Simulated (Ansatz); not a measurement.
Results of PBE0 (Ansatz, a first-principles code, plane waves, PAW) for cubic perovskite SrTiO3 (cubic form, which distorts at low temperature).

Settings: plane-wave cutoff 460 eV, 6×6×6 k mesh, Fermi–Dirac smearing 0.01 eV, no spin polarisation, scalar-relativistic PAW data made under PBE.

The cell has the measured lattice: a = b = c = 3.9050 Å, α = β = γ = 90.00°.

Problem. What does this level give for the band gap and smallest direct gap on the k points sampled?

Solution. 
- band gap: 4.08 eV (on the SCF k mesh)
- smallest direct gap on the k points sampled: 4.44 eV

Measured, for comparison: band gap 3.59 eV (zero-point renormalisation of 336 meV (experimental, the table's column) added back here, indirect; inputs from Miglio et al. (2020), arXiv:2011.12765).

Note: cell and atoms aren't relaxed at this level (pressure -1.6 GPa).

Spin–orbit coupling is not included.

It cost about 100 core-seconds (a rough figure) of CPU time.
